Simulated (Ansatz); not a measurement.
# CHB (singlet): from Hartree-Fock to the top rungs at distance B1–C2 = 4.948 Å, 6-31G

Aim: climb from Hartree-Fock through coupled cluster and multireference methods for CHB (singlet) at one geometry and basis, and see what each rung misses.

The runs use Ansatz 0.2.0, Gaussian basis; 6-31G, core rule «outside noble gas», up to 2 orbitals frozen.

To be run: UHF; CISD; CISDTQ; CASSCF and MRCISD+Q, 2 electrons in 2 orbitals; CASSCF and NEVPT2, 2 electrons in 2 orbitals; CASSCF and MRCISD+Q, 8 electrons in 9 orbitals; CASSCF and NEVPT2, 8 electrons in 9 orbitals; Full CI; Full CI in the symmetry of the determinant.

41 further runs of the same task are left out: 13 for a known fault of the program, 20 that didn't finish, 8 set aside as unsound or not needed.

### 1 The system

The geometry derives from a PBE0/def2-TZVP stationary point (not a proven minimum). One bond is set to the value named and the two fragments are kept rigid.

3 atoms, charge 0, spin multiplicity 1.

Atoms are counted from 1 here; the program's logs count them from 0.

Bond lengths: B1–H3 1.177 Å.

Coordinates:

| atom | x (Å) | y (Å) | z (Å) |
| --- | --- | --- | --- |
| B1 | 0.0000 | 0.0000 | 1.2570 |
| C2 | 0.0000 | 0.0000 | -3.6910 |
| H3 | 0.0000 | 0.0000 | 2.4341 |

### 2 UHF

File in.yaml:

```yaml
crystal:
  periodic: [false, false, false]
  atoms:
    - {symbol: B, position_ang: [0.000000, 0.000000, 1.256955]}
    - {symbol: C, position_ang: [0.000000, 0.000000, -3.691045]}
    - {symbol: H, position_ang: [0.000000, 0.000000, 2.434091]}
basis:
  gaussian: {orbitals: 6-31G}
magnetization: {spin_polarized: true, initial_magnetization: 0}
hamiltonian: {xc: hf}
output: {orbitals: {seedname: orbitals}}
```

The run is started by

```bash
$ ansatz run in.yaml --threads 1 --pin off --events-out ev --progress --plain --max-ram 2393MiB
```

After this run come: CISD; CISDTQ; CASSCF and MRCISD+Q, 2 electrons in 2 orbitals; CASSCF and NEVPT2, 2 electrons in 2 orbitals; CASSCF and MRCISD+Q, 8 electrons in 9 orbitals; CASSCF and NEVPT2, 8 electrons in 9 orbitals; Full CI; Full CI in the symmetry of the determinant.

Before running them: what should the planned runs give, taken together? Wanted: FCI below the UHF energy; NEVPT2 pair from FCI; MRCISD+Q pair from FCI; NEVPT2 valence from FCI; effectively unpaired electrons.

The runs gave:

```
                         quantity                             value
         FCI below the UHF energy                        -1.9120 eV
             NEVPT2 pair from FCI                   +38.86 kcal/mol
           MRCISD+Q pair from FCI                   +12.80 kcal/mol
          NEVPT2 valence from FCI                    +7.50 kcal/mol
levels within 1 kcal/mol (43 meV)  MRCISD valence, MRCISD+Q valence
   effectively unpaired electrons                              4.34
```

In words: MRCISD+Q valence falls below full CI: the +Q correction isn't variational, and the cores differ from full CI's. The occupations show strong static correlation (4.3 unpaired electrons where one determinant has 0). Of the multireference levels listed MRCISD+Q valence comes nearest in total energy (-0.07 kcal/mol), which doesn't show that its space is the better one. These misses are within one basis, not against nature.
